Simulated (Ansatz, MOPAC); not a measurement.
Species: CH$_{3}$, charge 0, multiplicity 2. SMILES: [CH3]
Geometry from a B3LYP-D3(BJ)/def2-TZVP (Ansatz, a quantum-chemistry and plane-wave program) optimisation:
```xyz
4

C      0.0000     0.0000     0.0000
H      0.0036     1.0786    -0.0270
H      0.9326    -0.5425     0.0110
H     -0.9362    -0.5361     0.0160
```
Charge 0, spin multiplicity 2.

Wanted: vertical ionisation energy to the singlet, in eV. Terms: open shells spin-unrestricted; each state is the SCF solution reached for its charge and spin; no dispersion term unless named; non-relativistic; six Cartesian d functions in 6-31G* and its kin unless marked 5d; valence correlation only; spin-orbit terms left out. CBS(X,Y): correlation extrapolated as X^-3; Hartree-Fock from the larger set. Ab initio and DFT rows: single points at B3LYP-D3(BJ) geometries (Ansatz). Semi-empirical rows: differences of heats of formation at the shared geometry for vertical values.

```json
[
 {"species": "charge 1, singlet", "coefficient": "+1", "E at B3LYP/6-31G* (Ansatz), Eh": "-39.47990", "E at wB97X-V/def2-TZVPD (Ansatz), Eh": "-39.47889", "heat of formation at PM6 (MOPAC), kcal/mol": "257.67"},
 {"species": "charge 0, doublet", "coefficient": "-1", "E at B3LYP/6-31G* (Ansatz), Eh": "-39.83826", "E at wB97X-V/def2-TZVPD (Ansatz), Eh": "-39.83594", "heat of formation at PM6 (MOPAC), kcal/mol": "28.47"}
]
```

Coupled cluster (Ansatz) is a level with limits of its own, used here on species with T1 under 0.025 (0.045 for open shells) and stable references: CCSD(T)/CBS(aug-cc-pVTZ,aug-cc-pVQZ). Value to compare with, CCSD(T)/CBS(aug-cc-pVTZ,aug-cc-pVQZ) (Ansatz): 9.78 eV. 1 Eh = 27.2114 eV and 1 eV = 23.0605 kcal/mol.

Q: Compute it at each level from the table, and compare with CCSD(T)/CBS(aug-cc-pVTZ,aug-cc-pVQZ) (Ansatz).

A: 
- B3LYP/6-31G*: the sum of coefficient times E is 0.35836 Eh, or 9.751 eV. Result: 9.75 eV. Its difference against CCSD(T)/CBS(aug-cc-pVTZ,aug-cc-pVQZ) (Ansatz) is -0.03 eV.
- wB97X-V/def2-TZVPD: the sum of coefficient times E is 0.35705 Eh, or 9.716 eV. Result: 9.72 eV. Its difference against CCSD(T)/CBS(aug-cc-pVTZ,aug-cc-pVQZ) (Ansatz) is -0.06 eV.
- PM6: the sum of coefficient times heat of formation is 229.20 kcal/mol, or 9.94 eV. Its difference against CCSD(T)/CBS(aug-cc-pVTZ,aug-cc-pVQZ) (Ansatz) is 0.16 eV.
